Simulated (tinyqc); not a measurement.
Inside a calculation. Method: Hueckel theory of the pi electrons, for the molecule C=CC=C (SMILES; centres numbered as the heavy atoms are written). One step of it, computed by the program tinyqc.

Task: Orbitals. Diagonalise; E = alpha + x beta with beta < 0, so the largest x are filled first; degenerate levels share their electrons. P = sum n_i c_ri c_si; each orbital has its largest coefficient positive (the first on a tie).

Hueckel matrix in units of beta (H = alpha + beta A), order 1C, 2C, 3C, 4C:
```
[[0.000000, 1.000000, 0.000000, 0.000000],
 [1.000000, 0.000000, 1.000000, 0.000000],
 [0.000000, 1.000000, 0.000000, 1.000000],
 [0.000000, 0.000000, 1.000000, 0.000000]]
```

pi electrons, sum of z_r less the charge = 4

Give: x values; occupations; coefficients; charge and bond-order matrix P.

Result:

x values: [1.618, 0.618, -0.618, -1.618]

occupations: [2.000, 2.000, 0.000, 0.000]

coefficients, order 1C, 2C, 3C, 4C:
```
[[0.372, 0.602, 0.602, -0.372],
 [0.602, 0.372, -0.372, 0.602],
 [0.602, -0.372, -0.372, -0.602],
 [0.372, -0.602, 0.602, 0.372]]
```

charge and bond-order matrix P, order 1C, 2C, 3C, 4C:
```
[[1.000, 0.894, 0.000, -0.447],
 [0.894, 1.000, 0.447, 0.000],
 [0.000, 0.447, 1.000, 0.894],
 [-0.447, 0.000, 0.894, 1.000]]
```
